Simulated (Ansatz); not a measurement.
The cation of FHMgO, SMILES `[OH][Mg][F]` at the neutral geometry.

```yaml
crystal:
  periodic: [false, false, false]
  atoms:
    - {symbol: O, position_ang: [-0.021792, 1.049552, -0.217901]}
    - {symbol: Mg, position_ang: [-0.028935, -0.677222, 0.087151]}
    - {symbol: F, position_ang: [-0.080664, -2.405105, 0.364896]}
    - {symbol: H, position_ang: [0.186891, 1.972375, -0.254546]}
basis:
  gaussian: {orbitals: def2-TZVPP}
total_charge: 1
magnetization: {spin_polarized: true, initial_magnetization: 1}
hamiltonian: {xc: r2scan, dispersion: d4}
```

```sh
$ ansatz run in.yaml --threads 2 --pin off --events-out ev --progress --plain
```

Shortened log:

```
Functional definition: r2SCAN
654 factors; their error is unknown
mean field evaluation 1: about -10199.3677 eV, gradient 7.6e1 eV
mean field evaluation 2: about -9961.1088 eV, gradient 1.7e2 eV
mean field evaluation 4: about -10214.6228 eV, gradient 1.6e1 eV
mean field evaluation 8: about -10214.6228 eV, gradient 1.6e1 eV
mean field evaluation 16: about -10216.0505 eV, gradient 8.2e-6 eV
mean field -10216.05050138 eV, -375.4329312379 hartree, gradient 2.3e-6 eV, S^2 0.755757; 7 other end points of the search recorded, 0 dependent functions left out
reference -10216.05052416 eV, -375.4329320750 hartree; 15, 14 occupied and 93, 94 virtual orbitals, 654 factors
Total energy: -10216.05726641 eV, -375.4331798483 hartree
```

Hardware: 2 threads of a server CPU on a shared host. Wall time 25 s, peak host memory 0.24 GiB.
